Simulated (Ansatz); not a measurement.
The input, for Ansatz 0.2.0:

```yaml
crystal:
  periodic: [false, false, false]
  atoms:
    - {symbol: B, position_ang: [0.000000, 0.000000, 0.591174]}
    - {symbol: B, position_ang: [0.000000, 0.000000, -0.795772]}
    - {symbol: H, position_ang: [0.000000, 0.916884, 1.097241]}
    - {symbol: H, position_ang: [0.000000, -0.916884, 1.097241]}
basis:
  gaussian: {orbitals: cc-pVDZ}
magnetization: {spin_polarized: true, initial_magnetization: 2}
hamiltonian: {xc: hf}
accuracy: high
output: {forces: true, orbitals: {seedname: orbitals}}
```

```sh
$ ansatz run in.yaml --threads 1 --pin off --events-out ev --progress --plain --max-ram 2393MiB
```

The program prints:

```
818 factors; integrals over basis functions are off by at most 2.8e-9 eV
mean field evaluation 1: about -1367.9483 eV, gradient 1.2e1 eV
mean field evaluation 2: about -1367.9498 eV, gradient 1.2e1 eV
mean field evaluation 4: about -1369.3744 eV, gradient 2.0e0 eV
mean field evaluation 8: about -1369.5527 eV, gradient 1.3e-4 eV
mean field -1369.55258328 eV, -50.3301291194 hartree, gradient 1.4e-8 eV, S^2 2.005137; 0 other end points of the search recorded, 0 dependent functions left out
the calculation of the forces begins
reference -1369.55258328 eV, -50.3301291194 hartree; 7, 5 occupied and 31, 33 virtual orbitals, 818 factors
Total energy: -1369.55258328 eV, -50.3301291194 hartree
Atom 0 at     0.000000     0.000000     0.591174 Å, force     0.000000    -0.000000     3.411790 eV/Å
Atom 1 at     0.000000     0.000000    -0.795772 Å, force    -0.000000     0.000000    -9.244808 eV/Å
Atom 2 at     0.000000     0.916884     1.097241 Å, force     0.000000     4.856008     2.916509 eV/Å
Atom 3 at     0.000000    -0.916884     1.097241 Å, force     0.000000    -4.856008     2.916509 eV/Å
Dipole moment:    -0.000000     0.000000    -0.126078 e Å
```

Forces (eV/Å):
```
B    0.000  0.000  3.412
B    0.000  0.000 -9.245
H    0.000  4.856  2.917
H    0.000 -4.856  2.917
```

Ran on 1 thread of Arm Neoverse V1, shared host: 0.57 s wall, 0.08 GiB peak host memory.
